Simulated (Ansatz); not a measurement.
## B2H, doublet: stretch scan

Starting geometry (PBE0/def2-TZVP stationary point for this spin, not checked as a minimum):

```xyz
3

B     0.0000    0.0000    0.1151
B     0.0000    0.0000   -1.4076
H     0.0000    0.0000    1.2925
```

From there B2 moves along the line of the two atoms named below, all else staying in place; atoms are numbered as listed. Energies are in kJ/mol, counted from the starting geometry at the same level.

Basis 6-31G; Ansatz 0.2.0. Correlated methods freeze the noble-gas cores. Active spaces: valence = (7e, 9o) chosen from the atoms' valence shells.

Runs in a small pair space aren't shown, since their orbitals change along the scan. The reference follows the lowest state, whose symmetry changes along the scan.

Full CI is exact within this basis and frozen core; it isn't the basis-set limit.

```csv
distance B1-B2 (Å),CASSCF (valence space)
1.194,380.1
1.376,73.2
1.523,0.0
1.686,8.7
1.871,24.5
2.092,59.7
2.488,142.4
2.884,202.0
3.408,216.1
4.182,219.8
5.276,222.5
```

Q: Estimate the full CI curve in 6-31G from this one, knowing how CASSCF (valence space) errs.

A: The computed full CI values, in kJ/mol from the starting point, and the error of CASSCF (valence space) against them:
```csv
distance B1-B2 (Å),full CI,CASSCF (valence space) less full CI
1.194,374.5,5.7
1.376,70.9,2.3
1.523,0.0,0.0
1.686,10.7,-2.0
1.871,21.6,2.9
2.092,57.9,1.8
2.488,140.9,1.5
2.884,201.4,0.7
3.408,222.2,-6.1
4.182,229.0,-9.2
5.276,232.6,-10.1
```

The error spans 15.8 kJ/mol and is largest, -10.1 kJ/mol, at 5.276 Å.
